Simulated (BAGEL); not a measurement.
# B3LYP/6-31G(d) (density fitting with qzvpp-jkfit, spherical functions) run of SiP2H6 (SMILES P[SiH2]P)

What is the energy change on altering one bond length of SiP2H6 at B3LYP/6-31G* (density fitting with qzvpp-jkfit, spherical functions)? 

Program for the calculation: BAGEL 1.2.2.

2 further runs of the same task are left out: 2 set aside as unsound or not needed.

### 1 The structure to begin with

SiP2H6 has 9 atoms, charge 0, and is taken as a singlet. As SMILES, `P[SiH2]P`. The coordinates come from a GFN2-xTB relaxation. This is one conformer, not always the lowest.

Bond lengths: P1–Si2 2.244 Å, Si2–P3 2.244 Å, P1–H4 1.384 Å, P1–H5 1.382 Å, Si2–H6 1.466 Å, Si2–H7 1.472 Å, P3–H8 1.384 Å, P3–H9 1.382 Å. Some angles: P1–Si2–P3 107.6°, P1–Si2–H6 107.2°, P1–Si2–H7 113.4°, P3–Si2–H6 107.2°, P3–Si2–H7 113.4°, Si2–P1–H4 95.6°, Si2–P1–H5 94.5°, Si2–P3–H8 95.6°, Si2–P3–H9 94.5°, H6–Si2–H7 107.7°.

### 2 A single-point energy at B3LYP/6-31G(d) (density fitting with qzvpp-jkfit, spherical functions)

Input file input.json:

```json
{ "bagel": [

{
  "title": "molecule",
  "basis": "6-31gs.json",
  "df_basis": "qzvpp-jkfit",
  "angstrom": true,
  "geometry": [
    { "atom": "P", "xyz": [   -1.502380,    0.734570,   -1.096900 ] },
    { "atom": "Si", "xyz": [    0.326950,    0.527530,    0.186000 ] },
    { "atom": "P", "xyz": [   -0.051420,   -1.137600,    1.641770 ] },
    { "atom": "H", "xyz": [   -1.271870,   -0.406230,   -1.846510 ] },
    { "atom": "H", "xyz": [   -0.888480,    1.547490,   -2.030420 ] },
    { "atom": "H", "xyz": [    0.453020,    1.763800,    0.964350 ] },
    { "atom": "H", "xyz": [    1.568430,    0.357860,   -0.587280 ] },
    { "atom": "H", "xyz": [    0.099720,   -2.159820,    0.720430 ] },
    { "atom": "H", "xyz": [    1.266050,   -1.227610,    2.048550 ] }
  ]
},
{
  "title": "ks",
  "xc_func": "b3lyp"
},
{
  "title": "print",
  "file": "orbitals.molden",
  "orbitals": true
}

]}
```

The basis set 6-31G* is read from a file made from the Basis Set Exchange's data (not shown).

Launch:

```console
$ BAGEL_NUM_THREADS=1 BAGEL input.json > input.out
```

The program printed:

```text
* using 1 threads per process

  ===============================================================
  ===============================================================

  *** Geometry ***

  { "atom" : "P", "xyz" : [     -2.839087,      1.388136,     -2.072841 ] },
  { "atom" : "Si", "xyz" : [      0.617846,      0.996887,      0.351489 ] },
  { "atom" : "P", "xyz" : [     -0.097170,     -2.149752,      3.102496 ] },
  { "atom" : "H", "xyz" : [     -2.403486,     -0.767663,     -3.489398 ] },
  { "atom" : "H", "xyz" : [     -1.678984,      2.924332,     -3.836938 ] },
  { "atom" : "H", "xyz" : [      0.856084,      3.333099,      1.822357 ] },
  { "atom" : "H", "xyz" : [      2.963903,      0.676257,     -1.109798 ] },
  { "atom" : "H", "xyz" : [      0.188443,     -4.081468,      1.361415 ] },
  { "atom" : "H", "xyz" : [      2.392488,     -2.319847,      3.871198 ] },

  Number of auxiliary basis functions:      492

  Since a DF basis is specified, we compute 2- and 3-index integrals:
    o Being stored without compression. Storage requirement is 0.017 GB

  Number of basis functions:       66
  Number of electrons      :       50

    * METHOD: MOLECULE                             0.20

  *** Kohn-Sham DFT ***

    * Removing 15291 points whose weight is below 1.00e-10
    * Grid points: 118863

  === Nuclear Repulsion ===
   196.2492261955

       - DIIS with orbital gradients will be used.

  === KS iteration (b3lyp / 6-31gs.json) ===
      0       -954.99869560          0.14680542           0.32
      1       -967.40811297          0.07891144           0.30
      2       -965.49473178          0.13842989           0.30
      3       -974.78140702          0.04586861           0.30
      4       -975.56816273          0.01985337           0.30
      5       -975.73280154          0.00945270           0.30
      6       -975.79436114          0.00113384           0.31
      7       -975.79490350          0.00025423           0.31
      8       -975.79493073          0.00004103           0.30
      9       -975.79493136          0.00001254           0.30
     10       -975.79493145          0.00000437           0.30
     11       -975.79493145          0.00000150           0.30
     12       -975.79493146          0.00000031           0.30
     13       -975.79493146          0.00000009           0.31
     14       -975.79493146          0.00000001           0.31
     15       -975.79493146          0.00000000           0.30
    * SCF iteration converged.

    * Permanent dipole moment:
           (   -0.592844,     0.121600,     0.395728) a.u.

    * METHOD: KS                                   5.37

    * METHOD: PRINT                                0.01

  ===============================================================
```

It took 6 s on 1 thread of Arm Neoverse V2, shared host; peak memory 0.41 GiB.

### 3 The distorted shape, same level

Input file input.json:

```json
{ "bagel": [

{
  "title": "molecule",
  "basis": "6-31gs.json",
  "df_basis": "qzvpp-jkfit",
  "angstrom": true,
  "geometry": [
    { "atom": "P", "xyz": [      -1.874785,       0.785466,      -0.864941 ] },
    { "atom": "Si", "xyz": [      -0.045455,       0.578426,       0.417959 ] },
    { "atom": "P", "xyz": [      -0.423825,      -1.086704,       1.873729 ] },
    { "atom": "H", "xyz": [      -1.644275,      -0.355334,      -1.614551 ] },
    { "atom": "H", "xyz": [      -1.260885,       1.598386,      -1.798461 ] },
    { "atom": "H", "xyz": [       0.080615,       1.814696,       1.196309 ] },
    { "atom": "H", "xyz": [       1.568430,       0.357860,      -0.587280 ] },
    { "atom": "H", "xyz": [      -0.272685,      -2.108924,       0.952389 ] },
    { "atom": "H", "xyz": [       0.893645,      -1.176714,       2.280509 ] }
  ]
},

{ "title": "ks", "xc_func": "b3lyp" },

{ "title": "print", "file": "orbitals.molden", "orbitals": true }

]}
```

The basis set 6-31G* is read from a file made from the Basis Set Exchange's data (not shown).

Launch:

```console
$ BAGEL_NUM_THREADS=1 BAGEL input.json > input.out
```

The program printed:

```text
* using 1 threads per process

  ===============================================================
  ===============================================================

  *** Geometry ***

  { "atom" : "P", "xyz" : [     -3.542830,      1.484316,     -1.634502 ] },
  { "atom" : "Si", "xyz" : [     -0.085898,      1.093067,      0.789828 ] },
  { "atom" : "P", "xyz" : [     -0.800913,     -2.053573,      3.540835 ] },
  { "atom" : "H", "xyz" : [     -3.107229,     -0.671484,     -3.051059 ] },
  { "atom" : "H", "xyz" : [     -2.382727,      3.020512,     -3.398599 ] },
  { "atom" : "H", "xyz" : [      0.152340,      3.429278,      2.260696 ] },
  { "atom" : "H", "xyz" : [      2.963903,      0.676257,     -1.109798 ] },
  { "atom" : "H", "xyz" : [     -0.515300,     -3.985289,      1.799754 ] },
  { "atom" : "H", "xyz" : [      1.688744,     -2.223667,      4.309537 ] },

  Number of auxiliary basis functions:      492

  Since a DF basis is specified, we compute 2- and 3-index integrals:
    o Being stored without compression. Storage requirement is 0.017 GB

  Number of basis functions:       66
  Number of electrons      :       50

    * METHOD: MOLECULE                             0.20

  *** Kohn-Sham DFT ***

    * Removing 14934 points whose weight is below 1.00e-10
    * Grid points: 119220

  === Nuclear Repulsion ===
   194.5083653752

       - DIIS with orbital gradients will be used.

  === KS iteration (b3lyp / 6-31gs.json) ===
      0       -954.81892103          0.14552557           0.32
      1       -967.15937376          0.07952138           0.30
      2       -964.74114309          0.13957121           0.30
      3       -974.59356340          0.04845346           0.30
      4       -975.50285159          0.02175072           0.30
      5       -975.67083105          0.01155197           0.30
      6       -975.76277297          0.00108013           0.30
      7       -975.76316589          0.00040277           0.30
      8       -975.76324518          0.00005033           0.30
      9       -975.76324642          0.00001395           0.30
     10       -975.76324653          0.00000609           0.30
     11       -975.76324655          0.00000170           0.30
     12       -975.76324655          0.00000024           0.30
     13       -975.76324655          0.00000006           0.29
     14       -975.76324655          0.00000003           0.33
     15       -975.76324655          0.00000000           0.32
    * SCF iteration converged.

    * Permanent dipole moment:
           (   -0.265369,     0.133577,     0.230550) a.u.

    * METHOD: KS                                   5.32

    * METHOD: PRINT                                0.01

  ===============================================================
```

It took 5.7 s on 1 thread of Arm Neoverse V2, shared host; peak memory 0.41 GiB.

### 4 Outcome

Level: B3LYP/6-31G* (density fitting with qzvpp-jkfit, spherical functions).

| quantity | value |
| --- | --- |
| first shape: total energy | -975.79493 Eh |
| first shape: dipole moment | 1.84 D |
| first shape: HOMO energy | -7.24 eV |
| first shape: LUMO energy | 0.22 eV |
| first shape: HOMO–LUMO gap | 7.47 eV |
| distorted shape: total energy | -975.76325 Eh |
| distorted shape: dipole moment | 0.96 D |
| distorted shape: HOMO energy | -7.15 eV |
| distorted shape: LUMO energy | -0.63 eV |
| distorted shape: HOMO–LUMO gap | 6.52 eV |
| energy change with the Si2–H7 bond stretched from 1.472 to 1.914 Å | 0.862 eV |

What this shows: With the Si2–H7 bond stretched from 1.472 to 1.914 Å the energy rises by 0.86 eV (83.2 kJ/mol). The first shape isn't relaxed at this level, so the change isn't measured from a minimum.
